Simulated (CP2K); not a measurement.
**One shape, several levels: C3H2F2O (SMILES FC1(F)C=CO1)**

Aim: a comparison of 3 runs (GFN2-xTB, RM1, GFN1-xTB) of C3H2F2O. 

The results are computed with CP2K 2026.2.

3 further runs of the same task are left out: 2 that didn't finish, 1 set aside as unsound or not needed.

## (1) The structure to begin with

C3H2F2O has 8 atoms, charge 0, and is taken as a singlet. As SMILES, `FC1(F)C=CO1`. Geometry: relaxed at GFN2-xTB.

Bond lengths: F1–C2 1.335 Å, C2–F3 1.336 Å, C2–C4 1.514 Å, C4–C5 1.333 Å, C2–O6 1.419 Å, C5–O6 1.391 Å, C4–H7 1.065 Å, C5–H8 1.071 Å. Some angles: F1–C2–F3 106.7°, F1–C2–C4 117.9°, F1–C2–O6 112.3°, F3–C2–C4 117.9°, F3–C2–O6 112.3°, C4–C2–O6 88.9°, C2–C4–C5 85.8°, C4–C5–O6 97.9°, C2–O6–C5 87.4°, C2–C4–H7 134.7°.

## (2) A single-point energy at GFN2-xTB (run 1)

File molecule.xyz:

```xyz
8

F      0.620710    -1.791550     0.497960
C      0.624790    -0.465250     0.342030
F      1.879190    -0.057300     0.555480
C     -0.113990     0.111150    -0.846900
C     -0.924250     0.669340     0.052460
O     -0.304450     0.181540     1.197930
H      0.008540     0.054800    -1.903730
H     -1.790540     1.297270     0.104770
```

File calc.inp:

```
&global
 project_name calc
 run_type ENERGY
 print_level MEDIUM
&end global

&force_eval
 method QS
 &dft
  &qs
   method XTB
   eps_default 1.0E-10
   &xtb
    gfn_type TBLITE
    &tblite
     method GFN2
    &end tblite
    check_atomic_charges F
   &end xtb
  &end qs
  &poisson
   periodic NONE
   poisson_solver ANALYTIC
  &end poisson
  &scf
   scf_guess MOPAC
   eps_scf 1.0E-06
   max_scf 57
   added_mos 2
   &diagonalization
    algorithm STANDARD
   &end diagonalization
   &mixing
    method DIRECT_P_MIXING
    alpha 0.4
   &end mixing
  &end scf
  &print
   &moments
    periodic F
    reference COM
    max_moment 1
   &end moments
   &mo ON
    energies T
    occupation_numbers T
    ndigits 6
    &each
     qs_scf 0
    &end each
    add_last NUMERIC
   &end mo
   &hirshfeld OFF
   &end hirshfeld
  &end print
 &end dft
 &subsys
  &cell
   abc 11.7 11.1 11.1
   periodic NONE
  &end cell
  &topology
   coord_file_name molecule.xyz
   coord_file_format XYZ
   &center_coordinates
   &end center_coordinates
  &end topology
 &end subsys
&end force_eval
```

Command:

```
$ OMP_NUM_THREADS=1 cp2k.psmp -i calc.inp > calc.out 2>&1
```

Output:

```text
CP2K| version string:                                       CP2K version 2026.2
[...]
 GLOBAL| Method name                                                        CP2K
[...]
 GLOBAL| Run type                                                         ENERGY
[...]
                             - Atoms:                                          8
[...]
                             - Spherical basis functions:                     26
[...]
 Number of electrons:                                                         34
[...]
  *** SCF run converged in    13 steps ***
[...]
  Fermi energy:                                                -0.31009776182430
[...]
 TB_DIPOLE| Moment [Debye]         -1.79428392       1.36850823      -2.14924724
 TB_DIPOLE| Derivative [a.u.]       0.00000000       0.00000000       0.00000000
[...]
 ENERGY| Total FORCE_EVAL ( QS ) energy [hartree]            -20.908605112249514
[...]
```

It took 0.46 s on 1 thread of Arm Neoverse N1, shared host; peak memory 0.14 GiB.

## (3) Energy and forces at RM1 (run 2)

File molecule.inp:

```
&FORCE_EVAL
   METHOD QUICKSTEP
   &DFT
      CHARGE 0
      MULTIPLICITY 1
      ! Quickstep
      &QS
         METHOD RM1
         EPS_DEFAULT 1.0E-10
         &SE
            &COULOMB
               CUTOFF [angstrom] 50
               RC_RANGE [angstrom] 0
            &END COULOMB
            &EXCHANGE
               CUTOFF [angstrom] 50
               RC_RANGE [angstrom] 0
            &END EXCHANGE
         &END SE
      &END QS
      &POISSON
         PERIODIC NONE
         POISSON_SOLVER ANALYTIC
      &END POISSON
      &SCF
         SCF_GUESS ATOMIC
         EPS_SCF 1.0E-06
         MAX_SCF 59
         ADDED_MOS 2
         MAX_DIIS 12
         &DIAGONALIZATION
            ALGORITHM STANDARD
         &END DIAGONALIZATION
         &MIXING
            METHOD DIRECT_P_MIXING
            ALPHA 0.1
         &END MIXING
      &END SCF
      ! extra output
      &PRINT
         &MOMENTS
            PERIODIC F
            REFERENCE COM
            MAX_MOMENT 1
         &END MOMENTS
         &MO ON
            ENERGIES T
            OCCUPATION_NUMBERS T
            NDIGITS 6
            &EACH
               QS_SCF 0
            &END EACH
            ADD_LAST NUMERIC
         &END MO
         &HIRSHFELD OFF
         &END HIRSHFELD
      &END PRINT
   &END DFT
   &SUBSYS
      ! vacuum box
      &CELL
         ABC [angstrom] 15.7 15.1 15.1
         PERIODIC NONE
      &END CELL
      &COORD
         SCALED T
         F    0.53671242   0.39772119   0.55634834
         C    0.53697229   0.48555563   0.54602185
         F    0.61687038   0.51257219   0.56015762
         C    0.48991624   0.52372781   0.46728477
         C    0.43830732   0.56069404   0.52684503
         O    0.47778503   0.52838940   0.60270397
         H    0.49772070   0.51999603   0.39729603
         H    0.38312962   0.60227881   0.53030927
      &END COORD
   &END SUBSYS
   &PRINT
      &FORCES ON
      &END FORCES
   &END PRINT
&END FORCE_EVAL

&GLOBAL
   PROJECT molecule
   RUN_TYPE ENERGY_FORCE
   PRINT_LEVEL MEDIUM
&END GLOBAL
```

Command:

```
$ OMP_NUM_THREADS=1 cp2k.psmp -i molecule.inp > molecule.out 2>&1
```

Output:

```text
CP2K| version string:                                       CP2K version 2026.2
[...]
 GLOBAL| Method name                                                        CP2K
[...]
 GLOBAL| Run type                                                   ENERGY_FORCE
[...]
                             - Atoms:                                          8
[...]
                             - Spherical basis functions:                     26
[...]
 Number of electrons:                                                         34
[...]
     1 P_Mix/Diag. 0.10E+00    0.0     0.70172598       -54.9344938108 -5.49E+01
[...]
    40 DIIS/Diag.  0.12E-06    0.0     0.00000046       -62.2383491931 -5.12E-11
  *** SCF run converged in    40 steps ***
  Core-core repulsion energy [eV]:                           3148.43001604879419
  Core Hamiltonian energy [eV]:                             -2823.84064347046387
  Two-electron integral energy [eV]:                        -4036.36196613797620
  Electronic energy [eV]:                                   -4842.02162653945197
  Total energy [eV]:                                        -1693.59161049065756
  Atomic reference energy [eV]:                              1689.72635046228720
  Heat of formation [kcal/mol]:                               -89.13502082911208
[...]
 SE_DIPOLE| Moment [Debye]          1.83799917      -1.38638099       1.79607695
 SE_DIPOLE| Derivative [a.u.]       0.00000000       0.00000000       0.00000000
 ENERGY| Total FORCE_EVAL ( QS ) energy [hartree]            -62.238349193057132
 FORCES| Atomic forces [hartree/bohr]
 FORCES|   Atom     x               y               z               |f|
 FORCES|      1  5.17198394E-05  1.19618245E-02  6.56313581E-03   1.36441442E-02
 FORCES|      2  5.51512385E-02 -3.86542747E-02 -8.51526042E-03   6.78846207E-02
 FORCES|      3 -1.23841586E-02 -4.37442227E-03  5.87844906E-03   1.43895489E-02
 FORCES|      4  1.73670148E-03 -2.61828707E-04 -3.87623615E-02   3.88021308E-02
 FORCES|      5 -3.42842292E-02  2.48974992E-02  3.97362357E-03   4.25568270E-02
 FORCES|      6 -6.07834331E-03  3.21019289E-03  3.38348086E-02   3.45260173E-02
 FORCES|      7  1.77028161E-03 -1.03751388E-03 -4.50400376E-03   4.94938197E-03
 FORCES|      8 -5.96321028E-03  4.25852291E-03  1.53160859E-03   7.48603494E-03
 FORCES| Sum     1.26981758E-15  8.04911693E-16 -6.24500451E-16
 FORCES| Total atomic force                                       1.62798045E-15
[...]
```

Wall time 0.54 s (1 thread of Arm Neoverse N1, shared host); peak memory 0.14 GiB.

## (4) Energy and forces at GFN1-xTB (run 3)

File mol.inp:

```
&GLOBAL
 PROJECT_NAME mol
 RUN_TYPE ENERGY_FORCE
 PRINT_LEVEL MEDIUM
&END GLOBAL

&FORCE_EVAL
 METHOD Quickstep
 &DFT
  &QS
   METHOD XTB
   EPS_DEFAULT 1.0E-10
   &XTB
    GFN_TYPE 1
    CHECK_ATOMIC_CHARGES F
   &END XTB
  &END QS
  # isolated system
  &POISSON
   PERIODIC NONE
   POISSON_SOLVER ANALYTIC
  &END POISSON
  # SCF settings
  &SCF
   SCF_GUESS ATOMIC
   EPS_SCF 1.0E-06
   MAX_SCF 80
   ADDED_MOS 2
   &DIAGONALIZATION
    ALGORITHM STANDARD
   &END DIAGONALIZATION
   &MIXING
    METHOD BROYDEN_MIXING
    ALPHA 0.2
    NBUFFER 8
   &END MIXING
   &SMEAR ON
    METHOD FERMI_DIRAC
    ELECTRONIC_TEMPERATURE [K] 300
   &END SMEAR
  &END SCF
  # extra output
  &PRINT
   &MOMENTS
    PERIODIC F
    REFERENCE COM
    MAX_MOMENT 1
   &END MOMENTS
   &MO ON
    ENERGIES T
    OCCUPATION_NUMBERS T
    NDIGITS 6
    &EACH
     QS_SCF 0
    &END EACH
    ADD_LAST NUMERIC
   &END MO
   &HIRSHFELD OFF
   &END HIRSHFELD
  &END PRINT
 &END DFT
 # atoms, cell and kinds
 &SUBSYS
  &CELL
   ABC 13.7 13.1 13.1
   PERIODIC NONE
  &END CELL
  &COORD
   UNIT bohr
   F      1.1729719    -3.3855388     0.9410080
   C      1.1806820    -0.8791951     0.6463430
   F      3.5511544    -0.1082813     1.0497051
   C     -0.2154099     0.2100431    -1.6004091
   C     -1.7465794     1.2648693     0.0991350
   O     -0.5753271     0.3430609     2.2637596
   H      0.0161383     0.1035570    -3.5975283
   H     -3.3836302     2.4514850     0.1979866
  &END COORD
  &TOPOLOGY
   &CENTER_COORDINATES
   &END CENTER_COORDINATES
  &END TOPOLOGY
 &END SUBSYS
 # extra output
 &PRINT
  &FORCES ON
  &END FORCES
 &END PRINT
&END FORCE_EVAL
```

Command:

```
$ OMP_NUM_THREADS=1 cp2k.psmp mol.inp > mol.out
```

Output:

```text
CP2K| version string:                                       CP2K version 2026.2
[...]
 GLOBAL| Method name                                                        CP2K
[...]
 GLOBAL| Run type                                                   ENERGY_FORCE
[...]
                             - Atoms:                                          8
[...]
                             - Spherical basis functions:                     28
[...]
 Number of electrons:                                                         34
[...]
     1 NoMix/Diag. 0.20E+00    0.0     1.18728295       -22.0013087871 -2.20E+01
[...]
    41 Broy./Diag. 0.20E+00    0.0     0.00000042       -22.3407832785  2.02E-06
  *** SCF run converged in    41 steps ***
[...]
  Fermi energy:                                                -0.32594635982970
[...]
 TB_DIPOLE| Moment [Debye]         -1.91348850       1.46879879      -2.57729845
 TB_DIPOLE| Derivative [a.u.]       0.00000000       0.00000000       0.00000000
[...]
 ENERGY| Total FORCE_EVAL ( QS ) energy [hartree]            -22.340783213514541
 FORCES| Atomic forces [hartree/bohr]
 FORCES|   Atom     x               y               z               |f|
 FORCES|      1 -2.26454101E-03  2.37166149E-03 -4.46338704E-04   3.30940213E-03
 FORCES|      2  6.20575243E-03 -3.92942787E-03 -2.22505612E-03   7.67480562E-03
 FORCES|      3 -3.23854586E-03  1.27526704E-03 -5.47378647E-04   3.52336611E-03
 FORCES|      4  2.44437761E-03 -2.02073279E-03  2.73043021E-03   4.18492438E-03
 FORCES|      5  5.20584054E-03 -3.75964440E-03  1.17873687E-03   6.52879180E-03
 FORCES|      6 -4.30775837E-03  2.94717336E-03  3.51639893E-03   6.29346283E-03
 FORCES|      7 -2.60089694E-04  4.23773016E-04 -5.57407400E-03   5.59620685E-03
 FORCES|      8 -3.78503565E-03  2.69193015E-03  1.36728147E-03   4.84173950E-03
 FORCES| Sum     2.61075883E-16 -4.29344060E-16  5.39932682E-17
 FORCES| Total atomic force                                       5.05383233E-16
[...]
```

It took 0.62 s on 1 thread of Arm Neoverse N1, shared host; peak memory 0.15 GiB.

## (5) Overview of the runs

```tsv
run	level	task	iteration cap	energy (Eh)	dipole moment (D)	HOMO energy (eV)	LUMO energy (eV)	wall time
1	GFN2-xTB	energy	57	-20.908605	3.12	-12.19	-7.56	0.46 s
2	RM1	gradient	59	-62.238349	2.92	-10.74	0.08	0.54 s
3	GFN1-xTB	gradient	80	-22.340783	3.53	-12.67	-7.99	0.62 s
```

## (6) Results

```
                                        quantity         value
                             run 3: total energy  -22.34078 Eh
run 3: dipole moment (from atomic charges alone)        3.53 D
                              run 3: HOMO energy     -12.67 eV
                              run 3: LUMO energy      -7.99 eV
                            run 3: HOMO–LUMO gap       4.68 eV
                        run 3: dispersion energy  -5.13 kJ/mol
                 run 3: largest force on an atom    0.395 eV/Å
```

What this shows: The dipole moment (its size) runs from 2.92 D (RM1) to 3.53 D (GFN1-xTB). Some of these are taken from atomic charges alone. The HOMO–LUMO gap runs from 4.63 eV (GFN2-xTB) to 10.82 eV (RM1). Force-field and semi-empirical energies have zeros of their own, so their totals don't compare. All runs together took 1.6 s, the longest 0.62 s.
